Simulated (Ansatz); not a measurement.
Species: HOCl, charge 0, singlet. HOCl (SMILES OCl).
B3LYP-D3(BJ)/def2-TZVP minimum from Ansatz (a program for electronic structure):
```
O
H 1 0.9686
Cl 1 1.7015 2 103.27
```

Hartree-Fock and CCSD(T) correlation energies in hartree (Ansatz). Radicals and triplets start from unrestricted determinants; spin-orbit coupling is neglected. Correlated methods leave the cores frozen. No relativity.

```csv
basis,X,E(HF),"E(corr, CCSD(T))"
cc-pV(T+d)Z,3,-534.92059,-0.47710
cc-pV(Q+d)Z,4,-534.93096,-0.51560
cc-pV(5+d)Z,5,-534.93342,withheld
```

Fit E(corr) = E∞ + A/X³ to X = 3 and 4, predict X = 5, and compare with the run.

A = (-0.47710 - (-0.51560))/(1/27 - 1/64) = 1.7981; E∞ = -0.51560 - A/64 = -0.54369; at X = 5, E∞ + A/125 = -0.52931. The run gave -0.52892, 0.39 mEh above the prediction. The same form on X = 4 and 5 gives E∞ = -0.54290, 0.80 mEh above the first estimate.
